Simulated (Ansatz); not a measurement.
A nudged elastic band was laid between two geometries of ClH3Si + H3N (9 atoms, charge 0, multiplicity 1).

Method: Ansatz 0.2.0, RKS BLYP/def2-SVP.

| Item | Value |
| --- | --- |
| movable images | 9 |
| climbing image | yes |
| spring | 5.0 eV/Å² |
| optimiser | quadratic models (default) |
| start path | through a guess of the saddle point |
| force threshold | 0.05 eV/Å |
| iteration limit | 60 |
| end points | relaxed |

Initial state:

```xyz
9
Properties=species:S:1:pos:R:3
Si 0.458 0.027 -0.053
Cl 0.660 -0.119 2.043
H 1.865 0.036 -0.580
H -0.193 1.314 -0.433
H -0.240 -1.172 -0.600
N -2.528 -0.002 0.994
H -3.266 -0.671 0.727
H -3.014 0.893 1.157
H -2.192 -0.305 1.920
```

Final state:

```xyz
9
Properties=species:S:1:pos:R:3
Si -0.426 0.027 -0.463
Cl -0.398 0.389 3.495
H 0.633 -0.962 -0.096
H 0.057 1.435 -0.324
H -0.832 -0.207 -1.893
N -1.755 -0.180 0.710
H -2.152 -1.126 0.778
H -2.535 0.487 0.629
H -1.042 0.136 2.338
```

Task: Which bonds break or form, and what moves?

Result: Bonds broken: Si1–Cl2, N6–H9. Bonds formed: Si1–N6, Cl2–H9. ClH3Si + H3N becomes ClH + H5NSi.

Task: Give the energies along the band, and the barrier.

Result: The forces met the threshold. The highest image is number 5 of 0 to 10, 0.72 eV above the first end and 0.45 eV above the last; the last end lies 0.27 eV above the first. A vibrational analysis at the climbing image gives one clearly imaginary mode, 129i cm⁻¹: a first-order saddle point. The orbitals stay closed-shell, which can raise the energy where a bond breaks towards radicals; this wasn't checked here.

```tsv
image	path coordinate (Å)	energy (eV)	Si1–Cl2 (Å)	N6–H9 (Å)	Si1–N6 (Å)
0	0.00	0.00	2.11	1.03	3.16
1	0.80	0.00	2.11	1.03	3.15
2	1.59	0.08	2.13	1.03	2.71
3	2.39	0.42	2.20	1.03	2.35
4	3.19	0.67	2.33	1.04	2.10
5	3.98	0.72	2.68	1.08	1.94
6	4.33	0.68	2.94	1.17	1.89
7	4.68	0.51	3.15	1.43	1.84
8	5.03	0.33	3.44	1.67	1.80
9	5.38	0.28	3.74	1.79	1.79
10	5.73	0.27	3.98	1.81	1.79
```

Task: What is the geometry of the highest image?

Result: 
```xyz
9
Properties=species:S:1:pos:R:3
Si -0.280 0.104 -0.095
Cl 0.254 0.700 2.463
H 0.773 -0.927 0.098
H 0.023 1.544 -0.315
H -0.947 -0.313 -1.403
N -1.887 -0.254 0.940
H -2.267 -1.208 0.815
H -2.646 0.420 0.747
H -1.473 -0.067 1.922
```

Task: What are the harmonic wavenumbers there?

Result: 129i, 126, 267, 345, 481, 531, 570, 789, 810, 889, 989, 1015, 1173, 1477, 1523, 2025, 2194, 2240, 2609, 3345, 3431 cm⁻¹.

The run took 6.3 min on 1 thread of Arm Neoverse V1 (shared host), peak memory 0.094 GiB.
